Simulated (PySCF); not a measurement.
# SiH3Cl

The system: SiH3Cl, a small molecule; neutral, singlet. The structure was relaxed in the gas phase by PBE0-D3(BJ)/def2-SVP. No frequency run checks that it is a minimum.

SMILES: [SiH3]Cl

Coordinates in Å:
```
Si1     0.079   -0.069    0.006
Cl2    -1.808   -0.306    0.815
H3      0.128    1.222   -0.733
H4      1.079   -0.065    1.110
H5      0.350   -1.200   -0.924
```

Shieldings: GIAO PBE0/pcSseg-2. Shifts are against computed references at the same level: H TMS (σ 31.24 ppm), Si TMS (σ 341.3 ppm). Core levels by delta-SCF with SCAN, pcX-2 on the ionised atom and pcseg-1 elsewhere, spin-free X2C (2p3/2 is the spin-free 2p value less a third of a first-order spin-orbit splitting); from the vacuum level, for chosen atoms.

Give the shieldings and core levels atom by atom.


```csv
atoms,bonded to,σ (ppm),δ (ppm),core level (eV)
Si1,1 Cl + 3 H,377.1,-35.8,2p3/2 108.20
Cl2,1 Si,1024.5,-,2p3/2 206.21
H3 H4 H5,1 Si,26.17,5.07,-
```

Values are those of this one static structure, with the three H of a rotating XH3 group averaged; atoms that internal rotation interchanges would show their mean in an NMR spectrum.

By CAM-B3LYP/def2-SVPD (TDDFT singlets, Tamm-Dancoff triplets, ionisation by delta-SCF), where does absorption start, and what does vertical ionisation take?

The lowest singlet lies at 7.42 eV (f 0.014), the lowest triplet at 7.00 eV; vertical ionisation takes 11.66 eV.

The 3 runs behind this took 10 s in all, one thread each of Intel Xeon 6975P-C on a shared host, launched as `OMP_NUM_THREADS=1 python cluster_run.py task.json out`.
